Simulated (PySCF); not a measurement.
## Gas-phase thermal properties of CF4

Method: PySCF energies (xtb for GFN2) plus ideal-gas RRHO corrections (1 bar). 'Table' is the NASA 1993 thermochemical table (part measured, part estimated). 6-31G* has spherical d functions here. All species are closed-shell singlets. B3LYP is the form with VWN-RPA correlation. The harmonic model lacks anharmonicity and excited electronic states, which grow with temperature; levels with a mode under 35 cm⁻¹ are left out.

```
level           point group   σ  ZPE (kJ/mol)  S°298 (J/mol/K)  Cp298 (J/mol/K)  S°1000 (J/mol/K)  H1000 − H298 (kJ/mol)
--------------  -----------  --  ------------  ---------------  ---------------  ----------------  ---------------------
table                     -   -             -            261.4             61.0             361.1                   60.4
B3LYP/6-31G*             Td  12          45.0            262.1             61.5             361.9                   60.5
GFN2-xTB                 Td  12          40.1            265.3             65.7             369.2                   62.7
HF/6-31G*                Td  12          50.3            258.9             57.7             354.5                   58.2
PBE/def2-SVP             Td  12          43.7            262.7             62.3             363.4                   61.0
PBE0/def2-TZVP           Td  12          45.3            261.3             60.9             360.8                   60.3
```
σ: rotational symmetry number. Electronic degeneracy used: 1. Frequencies are unscaled.
